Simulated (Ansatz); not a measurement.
A nudged elastic band was laid between two geometries of AlClH2N (5 atoms, charge -1, multiplicity 1).

Computed with RKS PBE0-D4/def2-SVP in Ansatz 0.2.0.

| Property | Result |
| --- | --- |
| movable images | 5 |
| climbing image | yes |
| spring | 5.0 eV/Å² |
| optimiser | quadratic models (default) |
| start path | through a guess of the saddle point |
| force threshold | 0.05 eV/Å |
| iteration limit | 60 |
| end points | relaxed |

Image 0:

```xyz
5
Properties=species:S:1:pos:R:3
N -1.280 -0.285 -0.423
Al 0.323 0.070 0.076
Cl 1.891 0.261 -1.454
H -1.999 -0.374 0.301
H 1.066 0.328 1.501
```

Image 6:

```xyz
5
Properties=species:S:1:pos:R:3
N -0.565 -0.078 0.421
Al -0.120 -0.130 -1.365
Cl 2.116 0.339 -1.022
H -1.505 -0.239 0.774
H 0.074 0.108 1.192
```

Q: What changes between the two ends?

A: Bonds broken: Al2–H5. Bonds formed: N1–H5.

Q: What energy profile does the band end with?

A: It converged. The highest image is number 3 of 0 to 6, 44.5 kcal/mol above the first end and 64.7 kcal/mol above the last; the last end lies 20.3 kcal/mol below the first. Neighbouring images differ by up to 2.0 eV, so the band resolves the path poorly. A vibrational analysis at the climbing image gives one clearly imaginary mode, 1090i cm⁻¹: a first-order saddle point. The orbitals stay closed-shell, which can raise the energy where a bond breaks towards radicals; this wasn't checked here. Limits of this set-up: an anion without diffuse functions.

```tsv
image	path coordinate (Å)	energy (kcal/mol)	Al2–H5 (Å)	N1–H5 (Å)
0	0.00	0.0	1.63	3.10
1	0.54	4.6	1.61	2.87
2	1.08	24.5	1.61	2.41
3	1.62	44.5	1.67	1.82
4	2.25	-2.8	1.95	1.09
5	2.87	-15.6	2.48	1.02
6	3.50	-20.3	2.57	1.02
```

Q: What is the geometry of the highest image?

A: 
```xyz
5
Properties=species:S:1:pos:R:3
N -1.027 -0.414 -0.174
Al 0.442 0.603 -0.077
Cl 2.047 0.148 -1.549
H -1.587 0.040 0.565
H 0.125 -0.377 1.235
```

The band took 14 iterations and about 4 core-minutes.

The run took 4 min on 1 thread of Intel(R) Xeon(R) Processor @ 2.50GHz (Skylake/Cascade Lake), on a shared host, peak memory 0.12 GiB.
